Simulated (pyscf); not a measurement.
Thermochemistry of product channels of H₃C–Al(CH₃)–NH₂ on the singlet surface, in kcal/mol, from CCSD(T)/def2-TZVPP + ΔMP2(QZVPP) energies (ideal gas, 1 atm, RRHO with modes under 100 cm⁻¹ raised to 100, one conformer, R ln 2 for chiral ones without a mode under 150 cm⁻¹). Single points on ωB97X-D3(BJ)/def2-SVP structures (PySCF, gas phase). MP2 and CC: frozen core, UHF for open shells. ΔMP2 is the change of the MP2 total energy from the triple- to the quadruple-zeta basis.

```json
[
 {"products": "methane (CH₄) + H₃C–Al=NH", "ΔE": "___", "ΔH(298 K)": "+59.2", "ΔG(298 K)": "+50.6", "ΔG(900 K)": "+34.6"},
 {"products": "H₃C–CH₂–AlH–NH₂", "ΔE": "+14.9", "ΔH(298 K)": "+14.7", "ΔG(298 K)": "+15.4", "ΔG(900 K)": "___"}
]
```

Some entries are withheld; supply them.


- methane (CH₄) + H₃C–Al=NH, ΔE: +60.3
- H₃C–CH₂–AlH–NH₂, ΔG(900 K): +17.6

These are energies of the channels, which say nothing of barriers. The CCSD(T) − MP2 part came from Ansatz, without density fitting, on the same reference.
